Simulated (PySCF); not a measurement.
# CH₂O: excited-state relaxation, vibronic structure

Aim: compute the excited-state relaxation, vibronic structure of CH₂O (`C=O`).

Computed with PySCF 2.14.0 and routines of our own; the level stands in each step. Atoms count from 0.

## 1. The starting structure

4 atoms, charge 0, multiplicity 1; geometry from: GFN2-xTB.

## 2. Optimising the geometry at CAM-B3LYP/6-31+G*

Job settings and geometry (Å):

```
{"job": {"xc": "CAM-B3LYP", "basis": "6-31+G*", "grid": 1, "kind": "geom"}, "charge": 0, "multiplicity": 1}
C      0.003175     0.001019    -0.005928
O      1.176539    -0.209213    -0.014559
H     -0.748437    -0.806190     0.003826
H     -0.421043     1.019157    -0.006192
```

Started as:

```sh
> OMP_NUM_THREADS=1 python excited_run.py task.json out
```

This one command runs all jobs of the session in turn.

The program printed:

```text
step   0  E = -114.45580461  max force = 0.023414
step   1  E = -114.45621061  max force = 0.002780
step   2  E = -114.45621355  max force = 0.000867
step   3  E = -114.45621479  max force = 0.000891
step   4  E = -114.45621612  max force = 0.000107
optimisation converged
```

Run time: 2.3 s. Hardware: 1 thread of Arm Neoverse V1, shared host; peak memory 0.24 GiB.

Step by step:

```csv
step,energy from step 0 (eV),largest force component (eV/Å)
0,0.0000,1.2040
1,-0.0110,0.1430
2,-0.0111,0.0446
3,-0.0112,0.0458
4,-0.0112,0.0055
```

Distances of close pairs at the start and the end, largest changes first:

```csv
bond,before (Å),after (Å),change (Å)
C0–O1,1.192,1.205,+0.013
C0–H3,1.103,1.106,+0.003
C0–H2,1.103,1.106,+0.003
```

The final coordinates are the input of the step that follows.

```csv
at the end point,value
point group (found at 0.08 Å tolerance),C2v
"rotational constants (GHz, main isotopes)","283.3, 38.882, 34.190"
dipole moment (D),2.59
```

## 3. Excited-state relaxation: TDA CAM-B3LYP/6-31+G*

Job settings and geometry (Å):

```
{"job": {"kind": "xopt", "state": "S1", "method": "TDA", "freq": true, "xc": "CAM-B3LYP", "basis": "6-31+G*", "grid": 1}, "charge": 0, "multiplicity": 1}
C      0.020007    -0.004929    -0.021513
O      1.206115    -0.219782    -0.030485
H     -0.719898    -0.827037    -0.011661
H     -0.384929     1.024355    -0.021799
```

With the program's defaults for keys left out, this is: TDA CAM-B3LYP/6-31+G* excited-state geometry optimisation, gas phase.

The program printed:

```text
final grid: 15304 points
cycle   1  E = -114.3428423928  dE =  2.108e-01  |g| = 7.234e-01  |ddm| = 1.727e+00
cycle   2  E = -114.1162184791  dE =  2.266e-01  |g| = 1.332e+00  |ddm| = 1.514e+00
cycle   3  E = -114.4559503629  dE = -3.397e-01  |g| = 3.220e-02  |ddm| = 9.695e-01
cycle   4  E = -114.4561820896  dE = -2.317e-04  |g| = 1.196e-02  |ddm| = 3.498e-02
cycle   5  E = -114.4562131369  dE = -3.105e-05  |g| = 3.313e-03  |ddm| = 1.365e-02
cycle   6  E = -114.4562158841  dE = -2.747e-06  |g| = 8.994e-04  |ddm| = 4.493e-03
cycle   7  E = -114.4562161154  dE = -2.313e-07  |g| = 1.053e-04  |ddm| = 1.453e-03
cycle   8  E = -114.4562161190  dE = -3.579e-09  |g| = 9.034e-06  |ddm| = 1.724e-04
cycle   9  E = -114.4562161190  dE = -2.063e-11  |g| = 4.039e-07  |ddm| = 1.335e-05
converged SCF energy = -114.4562161190

vertical S1 at the ground-state geometry: 4.0185 eV
step    E(state)/Eh    max force   excitation/eV  root
  0    -114.31007381   0.104368     3.9656      1
  1    -114.31704563   0.020367     3.6008      1
  2    -114.31730861   0.008662     3.5429      1
  3    -114.31737331   0.001331     3.4938      1
  4    -114.31738661   0.000488     3.4948      1
  5    -114.31739710   0.000594     3.4924      1
  6    -114.31741925   0.000943     3.4872      1
  7    -114.31746488   0.001559     3.4737      1
  8    -114.31755217   0.002024     3.4490      1
  9    -114.31767364   0.002532     3.3994      1
 10    -114.31614777   0.011595     2.9749      1
 11    -114.31769489   0.004640     3.2145      1
 12    -114.31789826   0.001981     3.2776      1
 13    -114.31791700   0.000908     3.2531      1
 14    -114.31791992   0.000209     3.2426      1
optimisation converged
vertical emission 3.2426 eV, adiabatic 3.7632 eV, Stokes shift 0.7759 eV, reorganisation 0.2553 (excited) and 0.5206 eV (ground)
zero-point change -0.0918 eV, 0-0 energy 3.6714 eV
frequencies of the excited state (cm-1): 529 912 1325 1442 3062 3162
```

Run time: 37 s. Hardware: 1 thread of Arm Neoverse V1, shared host; peak memory 0.25 GiB.

In short:

```csv
quantity,value
"vertical absorption, S1",4.02 eV
"adiabatic energy, S1",3.76 eV
"vertical emission, S1",3.24 eV
"Stokes shift, S1",0.78 eV
"geometry moved (RMSD), S1",0.141 Å
```

Bonds of the start that changed most:

```csv
bond,start (Å),end (Å)
C0–O1,1.205,1.290
C0–H2,1.106,1.096
C0–H3,1.106,1.096
```

The fields below are evaluated on a grid from the run's orbitals.

Frontier orbitals at CAM-B3LYP/6-31+G*, with the share of their density that lies nearest to each atom:

```csv
orbital,energy (eV),lies on
HOMO,-9.37,"O1 76 %; H2, H3 about 10 % each"
LUMO,-0.22,"C0 42 %; O1 34 %; H2, H3 about 12 % each"
```

ELF in a plane through or near 4 of the atoms.

Values, 10 rows by 14 columns:
```
0.00 0.00 0.00 0.00 0.00 0.00 0.00 0.00 0.00 0.00 0.00 0.00 0.00 0.00
0.00 0.00 0.00 0.00 0.00 0.00 0.00 0.00 0.00 0.00 0.00 0.00 0.00 0.00
0.00 0.00 0.00 0.00 0.15 0.67 0.72 0.08 0.00 0.01 0.02 0.00 0.00 0.00
0.00 0.00 0.00 0.14 0.78 1.00 1.00 0.46 0.07 0.55 0.55 0.23 0.01 0.00
0.00 0.00 0.00 0.04 0.40 0.95 0.99 0.59 0.61 0.91 0.83 0.48 0.05 0.00
0.00 0.00 0.00 0.01 0.10 0.55 0.40 0.39 0.79 0.44 0.86 0.51 0.05 0.00
0.00 0.00 0.00 0.10 0.70 0.99 1.00 0.63 0.30 0.84 0.76 0.42 0.03 0.00
0.00 0.00 0.00 0.05 0.61 0.97 0.99 0.28 0.01 0.22 0.27 0.07 0.00 0.00
0.00 0.00 0.00 0.00 0.02 0.19 0.22 0.02 0.00 0.00 0.00 0.00 0.00 0.00
0.00 0.00 0.00 0.00 0.00 0.00 0.00 0.00 0.00 0.00 0.00 0.00 0.00 0.00
```
The map spans 7.6 Å across and 7.1 Å up, centred on the molecule. Atoms in the plane (x, y in Å): C0 (-0.1, 0.0), O1 (1.2, 0.0), H2 (-0.6, 0.9), H3 (-0.6, -0.9).

On the surface of density 0.002 e/bohr³ the electrostatic potential runs, from the 1st to the 99th percentile, from -1.57 V near O1 to 1.47 V near H3.

## 4. Excited-state relaxation: UKS CAM-B3LYP/6-31+G*

Job settings and geometry (Å):

```
{"job": {"kind": "xopt", "state": "T1", "method": "UKS", "freq": true, "xc": "CAM-B3LYP", "basis": "6-31+G*", "grid": 1}, "charge": 0, "multiplicity": 1}
C      0.020007    -0.004929    -0.021513
O      1.206115    -0.219782    -0.030485
H     -0.719898    -0.827037    -0.011661
H     -0.384929     1.024355    -0.021799
```

Level: UKS CAM-B3LYP/6-31+G* excited-state geometry optimisation, gas phase.

The program printed:

```text
final grid: 15304 points
cycle   1  E = -114.3428423928  dE =  2.108e-01  |g| = 7.234e-01  |ddm| = 1.727e+00
cycle   2  E = -114.1162184791  dE =  2.266e-01  |g| = 1.332e+00  |ddm| = 1.514e+00
cycle   3  E = -114.4559503629  dE = -3.397e-01  |g| = 3.220e-02  |ddm| = 9.695e-01
cycle   4  E = -114.4561820896  dE = -2.317e-04  |g| = 1.196e-02  |ddm| = 3.498e-02
cycle   5  E = -114.4562131369  dE = -3.105e-05  |g| = 3.313e-03  |ddm| = 1.365e-02
cycle   6  E = -114.4562158841  dE = -2.747e-06  |g| = 8.994e-04  |ddm| = 4.493e-03
cycle   7  E = -114.4562161154  dE = -2.313e-07  |g| = 1.053e-04  |ddm| = 1.453e-03
cycle   8  E = -114.4562161190  dE = -3.579e-09  |g| = 9.034e-06  |ddm| = 1.724e-04
cycle   9  E = -114.4562161190  dE = -2.063e-11  |g| = 4.039e-07  |ddm| = 1.335e-05
converged SCF energy = -114.4562161190

vertical T1 at the ground-state geometry: 3.3606 eV
step    E(state)/Eh    max force   <S^2>
  0    -114.33457467   0.126413    2.0061
  1    -114.34438415   0.027018    2.0059
  2    -114.34531818   0.015169    2.0060
  3    -114.34620830   0.007147    2.0060
  4    -114.34698915   0.020326    2.0060
  5    -114.31306626   0.104349    2.0063
  6    -114.34139256   0.046460    2.0060
  7    -114.34636158   0.026611    2.0060
  8    -114.34738792   0.021623    2.0060
  9    -114.34738899   0.026691    2.0060
 10    -114.34773151   0.017411    2.0060
 11    -114.34790719   0.015529    2.0060
 12    -114.34840442   0.003602    2.0061
 13    -114.34856864   0.001572    2.0061
 14    -114.34858963   0.001154    2.0062
 15    -114.34860208   0.000145    2.0062
optimisation converged
vertical emission 1.9468 eV, adiabatic 2.9283 eV, Stokes shift 1.4138 eV, reorganisation 0.4322 (excited) and 0.9815 eV (ground)
zero-point change -0.0912 eV, 0-0 energy 2.8371 eV
frequencies of the excited state (cm-1): 767 901 1303 1342 3013 3115
```

Run time: 28 s. Hardware: 1 thread of Arm Neoverse V1, shared host; peak memory 0.25 GiB.

Key values:

```csv
quantity,value
"vertical gap at the ground-state geometry, T1",3.36 eV
"adiabatic energy, T1",2.93 eV
"vertical gap at the relaxed geometry, T1",1.95 eV
"difference of the two gaps, T1",1.41 eV
"geometry moved (RMSD), T1",0.215 Å
```

Bonds of the start that changed most:

```csv
bond,start (Å),end (Å)
C0–O1,1.205,1.309
C0–H3,1.106,1.099
C0–H2,1.106,1.099
```

## 5. Excited-state relaxation: TDA CAM-B3LYP/6-31+G*

Job settings and geometry (Å):

```
{"job": {"kind": "xopt", "state": "T1", "method": "TDA", "xc": "CAM-B3LYP", "basis": "6-31+G*", "grid": 1}, "charge": 0, "multiplicity": 1}
C      0.020007    -0.004929    -0.021513
O      1.206115    -0.219782    -0.030485
H     -0.719898    -0.827037    -0.011661
H     -0.384929     1.024355    -0.021799
```

Level: TDA CAM-B3LYP/6-31+G* excited-state geometry optimisation, gas phase.

The program printed:

```text
final grid: 15304 points
cycle   1  E = -114.3428423928  dE =  2.108e-01  |g| = 7.234e-01  |ddm| = 1.727e+00
cycle   2  E = -114.1162184791  dE =  2.266e-01  |g| = 1.332e+00  |ddm| = 1.514e+00
cycle   3  E = -114.4559503629  dE = -3.397e-01  |g| = 3.220e-02  |ddm| = 9.695e-01
cycle   4  E = -114.4561820896  dE = -2.317e-04  |g| = 1.196e-02  |ddm| = 3.498e-02
cycle   5  E = -114.4562131369  dE = -3.105e-05  |g| = 3.313e-03  |ddm| = 1.365e-02
cycle   6  E = -114.4562158841  dE = -2.747e-06  |g| = 8.994e-04  |ddm| = 4.493e-03
cycle   7  E = -114.4562161154  dE = -2.313e-07  |g| = 1.053e-04  |ddm| = 1.453e-03
cycle   8  E = -114.4562161190  dE = -3.579e-09  |g| = 9.034e-06  |ddm| = 1.724e-04
cycle   9  E = -114.4562161190  dE = -2.063e-11  |g| = 4.039e-07  |ddm| = 1.335e-05
converged SCF energy = -114.4562161190

vertical T1 at the ground-state geometry: 3.3496 eV
step    E(state)/Eh    max force   excitation/eV  root
  0    -114.33480511   0.115576     3.2926      1
  1    -114.34132359   0.025558     2.7898      1
  2    -114.34353410   0.008953     2.7367      1
  3    -114.34461403   0.009449     2.5562      1
  4    -114.34505922   0.012285     2.1522      1
  5    -114.34547668   0.010153     2.3157      1
  6    -114.34584391   0.004098     2.3149      1
  7    -114.34603093   0.005689     2.0421      1
  8    -114.34619524   0.001776     2.1855      1
  9    -114.34622847   0.000816     2.1458      1
 10    -114.34623467   0.000343     2.1174      1
optimisation converged
vertical emission 2.1174 eV, adiabatic 2.9927 eV, Stokes shift 1.2322 eV, reorganisation 0.3569 (excited) and 0.8754 eV (ground)
```

Wall time 9.8 s (1 thread of Arm Neoverse V1, shared host); peak memory 0.28 GiB.

From this job:

```csv
quantity,value
"vertical gap at the ground-state geometry, T1",3.35 eV
"adiabatic energy, T1",2.99 eV
"vertical gap at the relaxed geometry, T1",2.12 eV
"difference of the two gaps, T1",1.23 eV
"geometry moved (RMSD), T1",0.215 Å
```

Bonds of the start that changed most:

```csv
bond,start (Å),end (Å)
C0–O1,1.205,1.290
C0–H2,1.106,1.101
C0–H3,1.106,1.101
```

## 6. Vibronic structure: TDA CAM-B3LYP/6-31+G*

Job settings and geometry (Å):

```
{"job": {"kind": "vib", "tda": true, "freq": true, "xc": "CAM-B3LYP", "basis": "6-31+G*", "grid": 1}, "charge": 0, "multiplicity": 1}
C      0.020007    -0.004929    -0.021513
O      1.206115    -0.219782    -0.030485
H     -0.719898    -0.827037    -0.011661
H     -0.384929     1.024355    -0.021799
```

Level: TDA CAM-B3LYP/6-31+G* vertical-gradient vibronic structure (displaced harmonic oscillators, Condon), gas phase.

The program printed:

```text
final grid: 15304 points
cycle   1  E = -114.3428423928  dE =  2.108e-01  |g| = 7.234e-01  |ddm| = 1.727e+00
cycle   2  E = -114.1162184791  dE =  2.266e-01  |g| = 1.332e+00  |ddm| = 1.514e+00
cycle   3  E = -114.4559503629  dE = -3.397e-01  |g| = 3.220e-02  |ddm| = 9.695e-01
cycle   4  E = -114.4561820896  dE = -2.317e-04  |g| = 1.196e-02  |ddm| = 3.498e-02
cycle   5  E = -114.4562131369  dE = -3.105e-05  |g| = 3.313e-03  |ddm| = 1.365e-02
cycle   6  E = -114.4562158841  dE = -2.747e-06  |g| = 8.994e-04  |ddm| = 4.493e-03
cycle   7  E = -114.4562161154  dE = -2.313e-07  |g| = 1.053e-04  |ddm| = 1.453e-03
cycle   8  E = -114.4562161190  dE = -3.579e-09  |g| = 9.034e-06  |ddm| = 1.724e-04
cycle   9  E = -114.4562161190  dE = -2.063e-11  |g| = 4.039e-07  |ddm| = 1.335e-05
converged SCF energy = -114.4562161190

Singlet excitations (eV, f): 4.019 (0.0000)  7.218 (0.0221)  7.916 (0.0443)  8.215 (0.0612)  8.609 (0.0000)  9.245 (0.0014)

State S1  4.0185 eV  f = 0.00000  H->L 0.96
  relaxed dipole 1.646 D, largest gradient of the excitation energy 0.1186 Eh/bohr
  mode    cm-1        S   lambda/meV  Raman
    4   1858.8    0.8434     194.4   1.000
    3   1552.4    0.0317       6.1   0.026
    5   2976.7    0.0154       5.7   0.047
  reorganisation energy 0.2062 eV, total S 0.891, 0-0 3.8123 eV
  absorption maximum 3.812 eV, width 0.266 eV

State S3  7.9161 eV  f = 0.04434  H->L+2 0.90, H->L+1 0.08
  relaxed dipole 0.304 D, largest gradient of the excitation energy 0.0359 Eh/bohr
  mode    cm-1        S   lambda/meV  Raman
    4   1858.8    0.0563      13.0   1.000
    5   2976.7    0.0136       5.0   0.621
    3   1552.4    0.0052       1.0   0.065
  reorganisation energy 0.0190 eV, total S 0.075, 0-0 7.8971 eV
  absorption maximum 7.897 eV, width 0.038 eV

State S4  8.2145 eV  f = 0.06115  H->L+3 0.98
  relaxed dipole 0.388 D, largest gradient of the excitation energy 0.0389 Eh/bohr
  mode    cm-1        S   lambda/meV  Raman
    3   1552.4    0.2370      45.6   1.000
    4   1858.8    0.0252       5.8   0.152
  reorganisation energy 0.0527 eV, total S 0.266, 0-0 8.1618 eV
  absorption maximum 8.162 eV, width 0.038 eV

State T1  3.3496 eV  f = 0.00000  H->L 0.95
  relaxed dipole 1.512 D, largest gradient of the excitation energy 0.1300 Eh/bohr
  mode    cm-1        S   lambda/meV  Raman
    4   1858.8    0.9673     222.9   1.000
    5   2976.7    0.0330      12.2   0.087
    3   1552.4    0.0193       3.7   0.014
  reorganisation energy 0.2388 eV, total S 1.020, 0-0 3.1108 eV
  absorption maximum 3.341 eV, width 0.482 eV
```

Wall time 1.8 s (1 thread of Arm Neoverse V1, shared host); peak memory 0.28 GiB.

## 7. Outcome

| quantity | value |
| --- | --- |
| point group | C2v |
| rotational constants (main isotopes) | 283.31, 38.88, 34.19 GHz |
| vertical absorption, S1 (step 3, TDA CAM-B3LYP/6-31+G*) | 4.02 eV |
| adiabatic energy, S1 (step 3, TDA CAM-B3LYP/6-31+G*) | 3.76 eV |
| vertical emission, S1 (step 3, TDA CAM-B3LYP/6-31+G*) | 3.24 eV |
| Stokes shift, S1 (step 3, TDA CAM-B3LYP/6-31+G*) | 0.78 eV |
| surface potential, 1st and 99th percentile | -1.57 V and 1.47 V |
| vertical gap at the ground-state geometry, T1 (step 4, UKS CAM-B3LYP/6-31+G*) | 3.36 eV |
| adiabatic energy, T1 (step 4, UKS CAM-B3LYP/6-31+G*) | 2.93 eV |
| vertical gap at the relaxed geometry, T1 (step 4, UKS CAM-B3LYP/6-31+G*) | 1.95 eV |
| difference of the two gaps, T1 (step 4, UKS CAM-B3LYP/6-31+G*) | 1.41 eV |
| vertical gap at the ground-state geometry, T1 (step 5, TDA CAM-B3LYP/6-31+G*) | 3.35 eV |
| adiabatic energy, T1 (step 5, TDA CAM-B3LYP/6-31+G*) | 2.99 eV |
| vertical gap at the relaxed geometry, T1 (step 5, TDA CAM-B3LYP/6-31+G*) | 2.12 eV |
| difference of the two gaps, T1 (step 5, TDA CAM-B3LYP/6-31+G*) | 1.23 eV |
| S1: vertical, reorganisation, 0-0, total S (step 6, TDA CAM-B3LYP/6-31+G*, modes from CAM-B3LYP/6-31+G*) | 4.02, 0.21, 3.81 eV; 0.9 |
| S3: vertical, reorganisation, 0-0, total S (step 6, TDA CAM-B3LYP/6-31+G*, modes from CAM-B3LYP/6-31+G*) | 7.92, 0.02, 7.90 eV; 0.1 |
| S4: vertical, reorganisation, 0-0, total S (step 6, TDA CAM-B3LYP/6-31+G*, modes from CAM-B3LYP/6-31+G*) | 8.21, 0.05, 8.16 eV; 0.3 |

The optimisation took 4 steps and gained 0.011 eV; among the close pairs (by a distance rule), C0–O1 changed most, from 1.192 to 1.205 Å. In step 3 (excited-state relaxation), among the bonds C0–O1 changes most, from 1.205 to 1.290 Å. In step 4 (excited-state relaxation), among the bonds C0–O1 changes most, from 1.205 to 1.309 Å. Where no frequencies were run, the relaxed excited state may be a saddle. In step 5 (excited-state relaxation), among the bonds C0–O1 changes most, from 1.205 to 1.290 Å. The atoms move far more than that, so angles or torsions carry the main change. The vibronic model keeps the ground-state modes and shifts them along the gradient alone, so it can miss much of the relaxation that a full optimisation finds. ΔSCF (UKS) and response values aren't on one footing and may follow different states, so their differences aren't method errors alone, and singlets and triplets from the two don't rank.
